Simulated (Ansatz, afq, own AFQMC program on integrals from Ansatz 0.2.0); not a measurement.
# Atomization energy of SiN₂H₄, singlet, worked out

```xyz
7

N    -1.2262    0.3197   -0.3557
Si   -0.1815   -1.0549   -0.4306
N     1.2324   -0.4011    0.3175
H    -2.1686    0.2666   -0.7243
H    -1.0257    1.2390    0.0278
H     1.3698    0.5355    0.6870
H     2.0611   -0.9728    0.4326
```

Basis def2-TZVP. Only valence electrons are correlated. AFQMC by an in-house program on the Cholesky factors that Ansatz 0.2.0 writes for its CCSD(T) run. The CISD trial takes its coefficients from CCSD amplitudes. Released means that phaseless walkers are propagated on without the constraint, phases kept. Error bars are statistical, one sigma.

Total energies in eV. CBS is CCSD(T) at the limit of def2-TZVPP/QZVPP (extrapolated itself); the highest rung of each member is named.

Cautions: SiN₂H₄ (singlet): the released value is read at 1.50 1/Eh with a noise of 15 meV, more than in the cases checked (meV from the phaseless value at times in 1/Eh: -5 ± 9 at 0.24, 0 ± 9 at 0.51, -23 ± 14 at 0.99, -10 ± 15 at 1.50).

| member | count | CCSD(T)/def2-TZVP | highest rung in def2-TZVP | which | CCSD(T)/CBS |
| --- | --- | --- | --- | --- | --- |
| N (quartet) | +2 | -1483.4543 | -1483.4647 | FCI | -1483.8573 |
| Si (triplet) | +1 | -7862.0972 | -7862.1201 | FCI | -7862.5000 |
| H (doublet) | +4 | -13.6005 | -13.6005 | FCI | -13.6059 |
| SiN₂H₄, singlet | -1 | -10906.9757 | -10907.0258 ± 0.0147 | released AFQMC | -10909.5632 |

Work out the best estimate of the atomization energy: the CCSD(T)/CBS difference plus the step from CCSD(T) to the highest rung.

Sums with the counts: CCSD(T)/CBS 24.9250 eV, highest rung 23.5743 eV, CCSD(T)/def2-TZVP 23.5679 eV. The step is 23.5743 − 23.5679 = 0.0064 eV, so the best estimate is 24.9250 + (0.0064) = 24.9314 eV = 574.9 kcal/mol, with sampling noise 0.015 eV. The step is under twice that noise, so its sign is open. The basis set is worth 1.357 eV of it. Zero-point, core-correlation and spin–orbit terms aren't in it. Past Ne the Hartree–Fock part of each CBS total tends to overshoot, since the cores don't follow the formula; that largely cancels in the difference.

Best estimates are given only where the step beyond CCSD(T) is under 0.3 eV and no member's determinant is very poor (T1 over 0.05, or 0.07 for open shells, ⟨S²⟩ too high by 0.3, two states mixed), so the hardest cases are missing from such tables.

Each member of a difference takes its own highest rung, so a best estimate needn't equal the limit plus the step of one row. Released energies are given only where the last usable release times agree within the noise; a slower fall can still hide under it.
